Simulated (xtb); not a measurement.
xtb input (GFN2-xTB):

```bash
xtb mol.xyz --gfn 2 --sp --chrg -1 --uhf 0
```
mol.xyz:
```
7

C      0.00340085     0.10411341     0.84463058
C     -0.00316901     0.02839917    -0.68472531
H     -0.87168362    -0.45775013     1.22954120
H      0.88597729    -0.45133029     1.22167274
H     -0.00176189    -0.97997600    -1.19312952
H     -0.88238004     0.54379300    -1.10483906
H      0.86845721     0.55018792    -1.11267697
```

End of the output:

```
         :::::::::::::::::::::::::::::::::::::::::::::::::::::
         ::                     SUMMARY                     ::
         :::::::::::::::::::::::::::::::::::::::::::::::::::::
         :: total energy              -6.889220881940 Eh    ::
         :: gradient norm              0.027146832650 Eh/a0 ::
         :: HOMO-LUMO gap              9.490575236326 eV    ::
         ::.................................................::
         :: SCC energy                -6.975046312452 Eh    ::
         :: -> isotropic ES            0.149431141364 Eh    ::
         :: -> anisotropic ES          0.008035914838 Eh    ::
         :: -> anisotropic XC          0.002679009170 Eh    ::
         :: -> dispersion             -0.003210152857 Eh    ::
         :: repulsion energy           0.085825430512 Eh    ::
         :: add. restraining           0.000000000000 Eh    ::
         :: total charge              -1.000000000000 e     ::
         :::::::::::::::::::::::::::::::::::::::::::::::::::::

           -------------------------------------------------
          |                Property Printout                |
           -------------------------------------------------

    * Orbital Energies and Occupations

         #    Occupation            Energy/Eh            Energy/eV
      -------------------------------------------------------------
         1        2.0000           -0.3491459              -9.5007
         2        2.0000           -0.2617554              -7.1227
         3        2.0000           -0.2465240              -6.7083
         4        2.0000           -0.2441670              -6.6441
         5        2.0000           -0.1673701              -4.5544
         6        2.0000           -0.1492830              -4.0622
         7        2.0000           -0.0056555              -0.1539 (HOMO)
         8                          0.3431168               9.3367 (LUMO)
         9                          0.3791141              10.3162
        10                          0.3908008              10.6342
        11                          0.4532973              12.3348
        12                          0.4910810              13.3630
        13                          0.5114656              13.9177
      -------------------------------------------------------------
                  HL-Gap            0.3487722 Eh            9.4906 eV
             Fermi-level            0.1687307 Eh            4.5914 eV

     #   Z          covCN         q      C6AA      α(0)
     1   6 C        2.818    -0.340    37.677    10.057
Note: The following floating-point exceptions are signalling: IEEE_DENORMAL
normal termination of xtb
     2   6 C        3.738    -0.018    20.970     6.534
     3   1 H        0.922    -0.181     9.503     4.821
     4   1 H        0.922    -0.181     9.503     4.821
     5   1 H        0.918    -0.119     6.293     3.923
     6   1 H        0.923    -0.080     4.916     3.467
     7   1 H        0.923    -0.080     4.916     3.467

 Mol. C6AA /au·bohr⁶  :        566.409689
 Mol. C8AA /au·bohr⁸  :      10626.405067
 Mol. α(0) /au        :         37.091705

Wiberg/Mayer (AO) data.
largest (>0.10) Wiberg bond orders for each atom

 ---------------------------------------------------------------------------
     #   Z sym  total        # sym  WBO       # sym  WBO       # sym  WBO
 ---------------------------------------------------------------------------
     1   6 C    2.955 --     2 C    1.001     3 H    0.956     4 H    0.956
     2   6 C    3.915 --     1 C    1.001     7 H    0.983     6 H    0.983
                             5 H    0.947
     3   1 H    0.967 --     1 C    0.956
     4   1 H    0.967 --     1 C    0.956
     5   1 H    0.986 --     2 C    0.947
     6   1 H    0.994 --     2 C    0.983
     7   1 H    0.994 --     2 C    0.983
 ---------------------------------------------------------------------------

Topologies differ in total number of bonds
Writing topology from bond orders to xtbtopo.mol

molecular dipole:
                 x           y           z       tot (Debye)
 q only:       -0.004       0.299      -0.755
   full:       -0.004      -0.282      -1.186       3.098
molecular quadrupole (traceless):
                xx          xy          yy          xz          yz          zz
 q only:        1.067      -0.000       1.934      -0.021       0.698      -3.002
  q+dip:        1.538      -0.005       1.713      -0.018      -1.015      -3.251
   full:        1.831      -0.003       1.270      -0.018      -1.176      -3.101

           -------------------------------------------------
          | TOTAL ENERGY               -6.889220881940 Eh   |
          | GRADIENT NORM               0.027146832650 Eh/α |
          | HOMO-LUMO GAP               9.490575236326 eV   |
           -------------------------------------------------

------------------------------------------------------------------------
------------------------------------------------------------------------
 total:
 SCF:
```

It need not be the lowest isomer of its formula. Whether it binds its extra electron was not tested at this geometry.
